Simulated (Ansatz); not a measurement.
Reaction (SMILES): [SiH2]=C (CH2-SiH2) + 2 [H][H] (H2) → C (CH4) + [SiH4] (SiH4)
B3LYP-D3(BJ)/def2-TZVP geometries, fixed; electronic energies without zero-point terms.

The energy of full hydrogenation at MP2 with Ansatz (a program for electronic structure), in kcal/mol, split into its Hartree-Fock and correlation parts. Cores are frozen. A restricted Hartree-Fock determinant is unstable towards unrestricted orbitals. No added dispersion term, no relativity. Functions are those of the species that has most.

```json
[
 {"basis": "cc-pV(D+d)Z", "X": "2", "functions": "57", "Hartree-Fock": "-78.94", "MP2": "-67.37"},
 {"basis": "cc-pV(T+d)Z", "X": "3", "functions": "125", "Hartree-Fock": "-76.11", "MP2": "-64.96"},
 {"basis": "cc-pV(Q+d)Z", "X": "4", "functions": "239", "Hartree-Fock": "-75.74", "MP2": "-64.46"},
 {"basis": "cc-pV(5+d)Z", "X": "5", "functions": "411", "Hartree-Fock": "-75.64", "MP2": "-63.96"}
]
```

Worked estimate of the basis-set limit from each neighbouring pair, with Hartree-Fock from the larger set and the correlation part extrapolated as X^-3.
Correlation parts: X = 2: 11.57, X = 3: 11.15, X = 4: 11.28, X = 5: 11.68.
- (2,3): (27·(11.15) - 8·(11.57))/19 = 10.97; with Hartree-Fock -76.11 the estimate is -65.14 kcal/mol.
- (3,4): (64·(11.28) - 27·(11.15))/37 = 11.37; with Hartree-Fock -75.74 the estimate is -64.37 kcal/mol.
- (4,5): (125·(11.68) - 64·(11.28))/61 = 12.10; with Hartree-Fock -75.64 the estimate is -63.54 kcal/mol.
The last two estimates differ by 0.82 kcal/mol; the largest set lies 0.42 from the last. Over the last step Hartree-Fock moves by 0.10 and the correlation part by 0.40.
